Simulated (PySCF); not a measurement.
Compound: C4H8 (charge +1 and doublet state).
Z-matrix (Å and degrees, GFN2-xTB geometry), rows numbered from 1:
```
C 
C   1  1.4452
C   2  1.3834  1  124.14
C   3  1.4451  2  124.13  1  -179.56
H   1  1.1008  2  109.93  3  -121.98
H   1  1.0995  2  110.30  3   127.53
H   1  1.0870  2  113.92  3     2.16
H   2  1.0852  1  117.50  3   179.96
H   3  1.0851  2  118.40  1     0.60
H   4  1.0869  3  113.96  2    -0.46
H   4  1.0999  3  110.12  2  -125.43
H   4  1.1003  3  110.16  2   124.10
```

The hyperfine couplings belong to this conformer and change with its torsions.

As a line formula: `C[CH][CH+]C` [radical] (charge +1).

The calculation used UKS B3LYP, pcH-1 on C H, non-relativistic, mean-field spin-orbit, GIAO (PySCF 2.14.0). Isolated species at its GFN2-xTB geometry (one conformer only). A GFN2-xTB geometry isn't a minimum of the functional, and hyperfine couplings can be far from their values at a DFT geometry, by a factor of two or more for some ions and for spin on atoms past the first row.

**Question.** Count the α and β electrons and give S(S+1).

**Answer.** 31 electrons with 2S = 1: 16 α and 15 β; S(S+1) = 0.75.

Mulliken spin populations, one withheld:

| atom | bound to | population |
| --- | --- | --- |
| C1 | C2, H5, H6, H7 | -0.0166 |
| C2 | C1, C3, H8 | +0.4310 |
| C3 | C2, C4, H9 | +0.4310 |
| C4 | C3, H10, H11, H12 | -0.0166 |
| H5 | C1 | ? |
| H6 | C1 | +0.0489 |
| H7 | C1 | -0.0016 |
| H8 | C2 | -0.0170 |
| H9 | C3 | -0.0170 |
| H10 | C4 | -0.0017 |
| H11 | C4 | +0.0518 |
| H12 | C4 | +0.0526 |

**Question.** Fill in the missing population.

**Answer.** The populations add up to Nα − Nβ = 1, and the others sum to 0.9448, so H5 holds +0.055.

**Question.** Sum the populations by element and by sign.

**Answer.** Carbon +0.83, hydrogen +0.17. The positive populations sum to 1.07, the negative ones to -0.07.

**Question.** The run gives ⟨S²⟩ = 0.7519. What does that say of the overlap of α and β orbitals, and of the weight of higher spin?

**Answer.** For a single determinant ⟨S²⟩ = S(S+1) + Nβ − Σ|⟨iα|jβ⟩|², so the squared overlaps of occupied orbitals sum to 15 − 0.0019 = 14.9981. If the quartet state (S + 1) were the only admixture, its weight would be 0.0019/(2S + 2) = 0.06 %.

**Question.** What Fermi-contact NMR shifts do the couplings of C1/C4, C2/C3, H8/H9 imply at 200 K (Curie law, g = gₑ)?

**Answer.** δ = a_FC·h·gₑ μB S(S+1)/(3 g_N μN kT), with k/h = 20836.6 MHz/K:

```tsv
nuclei	isotope	a_FC (MHz)	g_N	contact shift (ppm)
C1/C4	13C	-18.64	1.4048	-2926
C2/C3	13C	20.41	1.4048	+3205
H8/H9	1H	-28.74	5.5857	-1135
```

The sign follows the spin density at the nucleus: positive density means a positive shift. Entries for several nuclei are means.

The spin density at the nucleus, in bohr⁻³, is negative for C1/C4 (-0.0166) and H8/H9 (-0.0064), for instance. A restricted open-shell determinant has no negative spin density anywhere; here it arises because α and β orbitals differ (spin polarisation).

C2, the radical centre as drawn in `C[CH][CH+]C`, holds a spin population of +0.43 out of 1.
